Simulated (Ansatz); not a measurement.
**FHMgO (SMILES [OH][Mg][F]): functionals against CCSD(T) at one geometry**

One table from this session's results is given with a row withheld; the runs are named, their logs left out.

The runs use Ansatz 0.2.0, Gaussian basis; single points in def2-TZVPP.

Cores are frozen in the correlated methods. The outer core shell of Li, Na, Mg and K is correlated.

## The starting structure

SMILES `[OH][Mg][F]`, 4 atoms, charge 0, spin multiplicity 1.

Atoms are counted from 1 here; the program's logs count them from 0.

Bond lengths: O1–Mg2 1.921 Å, O1–H4 0.964 Å, Mg2–F3 1.546 Å. Angles: Mg2–O1–H4 136.0°, O1–Mg2–F3 125.2°.

Geometry (Å):

| atom | x (Å) | y (Å) | z (Å) |
| --- | --- | --- | --- |
| O1 | -0.0029 | 1.0001 | -0.4835 |
| Mg2 | -0.6180 | -0.7011 | 0.1619 |
| F3 | 0.1925 | -2.0172 | 0.1164 |
| H4 | 0.3654 | 1.8000 | -0.0902 |

Set-up of the first run:

Contents of run/in.yaml:

```yaml
crystal:
  periodic: [false, false, false]
  atoms:
    - {symbol: O, position_ang: [-0.002900, 1.000100, -0.483500]}
    - {symbol: Mg, position_ang: [-0.618000, -0.701100, 0.161900]}
    - {symbol: F, position_ang: [0.192500, -2.017200, 0.116400]}
    - {symbol: H, position_ang: [0.365400, 1.800000, -0.090200]}
basis:
  gaussian: {orbitals: def2-TZVPP}
correlation: {method: ccsd_t}
output: {forces: true}
```

No record of the launch command was kept for these runs.

Among the steps run: CCSD(T)/def2-TZVPP; PBE0-D4/def2-TZVPP; wB97M-V/def2-TZVPP; r2SCAN-D4/def2-TZVPP; PBE-D4/def2-TZVPP; LC-wPBE/def2-TZVPP; r2SCANh-D4/def2-TZVPP.

One table of the session follows, with a row left open; its other results are not shown here.

```
    method  RMS force component (eV/Å)  angle to CCSD(T) forces (°)  dipole (D)
   CCSD(T)                       3.318                    reference        4.91
   PBE0-D4                       3.280                          0.5        4.76
   wB97M-V                       3.338                          0.4        4.79
 r2SCAN-D4                           ?                            ?           ?
    PBE-D4                       3.400                          4.0        4.40
   LC-wPBE                       3.341                          0.9        4.92
r2SCANh-D4                       3.287                          0.8        4.79
```

Q: Estimate the row for r2SCAN-D4 from the others.

The run gave: RMS force component (eV/Å): 3.320; angle to CCSD(T) forces (°): 0.7; dipole (D): 4.69. In the column «RMS force component (eV/Å)» it lies between CCSD(T) (3.318) and wB97M-V (3.338).
